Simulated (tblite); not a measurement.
Species: C₄H₇O (doublet state).
Numbering: `[CH2:1]/[CH:2]=[CH:3]\[CH2:4][OH:5]` (hydrogens: H6, H7 on C1; H8 on C2; H9 on C3; H10, H11 on C4; H12 on O5)

Cartesian coordinates in Å at the GFN2-xTB level; atoms count from 1:
```
atom  x, y, z in Å
C1     1.7879   -0.6333    0.4850
C2     1.2269    0.4990   -0.0385
C3    -0.1221    0.7152   -0.2441
C4    -1.1945   -0.2687    0.0752
O5    -2.4860    0.1698   -0.2710
H6     2.8515   -0.7161    0.6125
H7     1.1907   -1.4745    0.7868
H8     1.8937    1.3048   -0.3200
H9    -0.4505    1.6581   -0.6551
H10   -1.2343   -0.4595    1.1552
H11   -0.9769   -1.2343   -0.4156
H12   -2.4854    0.4388   -1.1965
```

Computed values, GFN2-xTB/tblite, gas phase, harmonic and unscaled. The method is semi-empirical: single wavenumbers can be off by several per cent or more. One conformer, not necessarily the lowest. Open shells enter through the occupations alone, without spin polarisation, and single modes of such species can be off by tens of per cent.

Harmonic wavenumbers (cm⁻¹): 54.1, 204.3, 258.6, 321.0, 382.8, 519.6, 581.2, 633.3, 771.9, 908.7, 961.8, 990.2, 1016.1, 1102.2, 1132.9, 1179.3, 1276.6, 1290.5, 1320.0, 1373.9, 1434.0, 1455.5, 1494.9, 2797.4, 2907.7, 3048.7, 3086.9, 3124.3, 3156.5, 3544.2.

A = 17250, B = 2580, C = 2288 MHz; mass 71.050 u (most abundant isotopes); point group C1, symmetry number 1; spin multiplicity 2.

Problem. Zero-point energy?

Solution. Half the sum of the wavenumbers: 21165 cm⁻¹ = 253.18 kJ/mol.

Problem. Give the ideal-gas entropy at 200 K and 1 bar in the rigid-rotor, harmonic-oscillator model (classical rotation).

Solution. Translation 153.73, rotation 101.96, vibration 34.07, spin (R ln 2) 5.76: S = 295.5 J/(mol K).

Problem. And Cp and H(200 K) − H(0)?

Solution. Cp = 75.10 J/(mol K), of which vibrations give 41.85 (their classical limit is 30 R = 249.4); H(200 K) − H(0) = 10.49 kJ/mol without the zero-point energy, 3.83 from vibrations.

Problem. How do the functions run with temperature in this model?

Solution. 
```tsv
T (K)	S (J/(mol K))	Cp (J/(mol K))	H − H(0) (kJ/mol)	G − H(0) (kJ/mol)	ln q(vib)
50	221.0	41.2	1.84	-9.20	0.24
100	252.5	51.6	4.15	-21.10	0.71
298.15	330.0	99.7	19.05	-79.35	2.97
373.15	354.4	118.4	27.23	-105.03	3.91
500	393.1	146.2	44.08	-152.47	5.57
750	460.3	184.7	85.81	-259.38	8.86
1000	517.1	210.1	135.35	-381.74	12.03
```

q(vib) and H(0) count from the zero-point level.

Problem. What must be added to the electronic energy to get the Gibbs energy at 200 K and 1 bar?

Solution. ZPE + [H(200 K) − H(0)] − T·S = 253.18 + 10.49 − 59.10 = 204.57 kJ/mol.

Problem. Blend soft modes into free rotors: weight 1/[1 + (100 cm⁻¹/ν̃)⁴] for the oscillator and the rest for a rotor with moment μB/(μ + B), μ = h/(8π²ν), B = 10⁻⁴⁴ kg m². What vibrational entropy results?

Solution. 31.13 J/(mol K) in place of 34.07, which changes −T·S at 200 K by +0.59 kJ/mol.

Problem. Which modes carry the vibrational entropy at 200 K?

Solution. 54.1 cm⁻¹: 16.21; 204.3 cm⁻¹: 5.82; 258.6 cm⁻¹: 4.26; 321.0 cm⁻¹: 2.99; 382.8 cm⁻¹: 2.10; 519.6 cm⁻¹: 0.96 J/(mol K); the other 24 give 1.73 together.

Hindered rotation and anharmonicity are outside this model. Other conformers, if any are populated, would add a mixing term that is left out. The structure is chiral; the term R ln 2 for an equal mix with its mirror image is left out.

Time: 0.2 s. Hardware: one thread, Arm Neoverse V1 (aarch64) (shared host). This covers the Hessian and the dipole derivatives.
